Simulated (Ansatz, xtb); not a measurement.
**FH2PSi: where a starting geometry ends**

The starting geometry of this gas-phase singlet has its atoms placed at random.

```xyz
5

F    -1.1103    1.0251   -0.7557
P     0.0598   -1.3638    0.7125
Si   -0.1528   -0.0770   -1.0617
H     0.5986    0.5157    0.1143
H     0.0674   -0.1294    1.3215
```

Task: Guess where an optimisation with r2SCAN-D4/def2-SVP ends from this start.

Result: It ends as `F[Si]P`. Distances that change by over a tenth: F1–Si3 (1.49 → 1.64 Å). Contacts that open: Si3–H4 (1.52 → 2.80 Å). Contacts that close: P2–H4 (2.04 → 1.43 Å).

The energy falls by 3.93 eV over 14 steps:

| step | E − E(last) (eV) |
| --- | --- |
| 1 | 3.932 |
| 2 | 2.306 |
| 4 | 0.446 |
| 5 | 0.229 |
| 7 | 0.115 |
| 8 | 0.073 |
| 10 | 0.017 |
| 11 | 0.009 |
| 13 | 0.000 |
| 14 | 0.000 |

Final geometry (Å):

```xyz
5

F    -1.8457    0.8064   -0.8441
P     0.2394   -0.8460    0.5372
Si   -0.3506    0.3385   -1.3408
H     1.6119   -0.4587    0.4953
H    -0.1922    0.1303    1.4832
```

From the same start GFN2-xTB reaches the same bonding as this run.

From so rough a start the end depends on the optimiser's path, so another program may land elsewhere. The end wasn't checked by frequencies. Run with Ansatz 0.2.0, 55 s on 1 thread of AMD EPYC (Zen 3), on a shared host.
